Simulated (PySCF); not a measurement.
Working with the constants of Si2

UHF-CCSD(T) constants of Si2, ³Σg⁻ (triplet), unpaired electrons π ↑↑ (basis Si def2-TZVPPD; no relativity; PySCF 2.14; masses 27.9769 and 27.9769 u):

* ωe: 511.5 cm⁻¹
* ωexe: 1.96 cm⁻¹
* Be: 0.23604 cm⁻¹
* αe: 0.00129 cm⁻¹
* D (centrifugal): 2.01e-07 cm⁻¹
* De to Si + Si: 3.10 eV

**Question.** Give the vibrational terms G(v) and spacings up to v = 6.

**Answer.** G(v) = ωe(v+½) − ωexe(v+½)².

```json
{"v": "0", "G(v) (cm⁻¹)": "255.3", "G(v) − G(v−1)": "", "Bv (cm⁻¹)": "0.2354"}
{"v": "1", "G(v) (cm⁻¹)": "762.8", "G(v) − G(v−1)": "507.6", "Bv (cm⁻¹)": "0.2341"}
{"v": "2", "G(v) (cm⁻¹)": "1266.5", "G(v) − G(v−1)": "503.7", "Bv (cm⁻¹)": "0.2328"}
{"v": "3", "G(v) (cm⁻¹)": "1766.2", "G(v) − G(v−1)": "499.7", "Bv (cm⁻¹)": "0.2315"}
{"v": "4", "G(v) (cm⁻¹)": "2262.1", "G(v) − G(v−1)": "495.8", "Bv (cm⁻¹)": "0.2302"}
{"v": "5", "G(v) (cm⁻¹)": "2754.0", "G(v) − G(v−1)": "491.9", "Bv (cm⁻¹)": "0.2289"}
{"v": "6", "G(v) (cm⁻¹)": "3241.9", "G(v) − G(v−1)": "488.0", "Bv (cm⁻¹)": "0.2277"}
```

**Question.** How well does the Morse estimate ωe²/(4ωexe) reproduce De, and what is D0?

**Answer.** It gives 4.14 eV, 133 % of the computed De. D0 = De − G(0) = 3.10 − 0.03 = 3.07 eV.

Correlated steps freeze 10 core orbitals. The state is the lowest determinant that a PBE0 search found; another state may lie lower at other levels.
